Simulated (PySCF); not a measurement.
Structure with atom numbers: `[F:1][CH:2]([F:3])[Cl:4]`. Hydrogens are named by the atom that carries them.

[PySCF: geometry: PBE0-D3(BJ)/def2-TZVP; σ from GIAO-B97-2/pcSseg-2; averaged over atoms made equivalent by symmetry, fast rotation or ring inversion; a single conformation; in vacuum; non-relativistic Hamiltonian]

Chemical shifts δ = σref − σ; $^{13}$C, $^{1}$H vs TMS; $^{19}$F against CFCl3; $^{35}$Cl against HCl, all at this level.

```
atoms    nucleus  count  δ (ppm)
H(C2)    $^{1}$H      1        ?
   C2   $^{13}$C      1    129.9
F1/F3   $^{19}$F      2    -79.9
  Cl4  $^{35}$Cl      1        ?
```

Task: Complete the table.

Result: 
- H(C2): 7.22 ppm, hydrogen on an sp3 CH bonded to Cl and 2 F; its carbon carries Cl and F, which withdraws density
- Cl4: 304 ppm, chlorine bonded to C

Carbons that carry Cl, above all several Cl atoms, come out too deshielded, partly because spin–orbit coupling is missing. Shifts are as computed. Against solution values, carbons near 30 ppm lie about +3 ppm off and those near 130 ppm about +7 ppm; carbons on Cl a further +5 ppm. Of 1211 compounds with measured shifts, 218 miss one by over three times the rms of a fit or turn the order of signals round; such compounds aren't used in these exercises. Unscaled 19F shifts against computed CFCl3 carry errors that often reach 10 to 50 ppm.
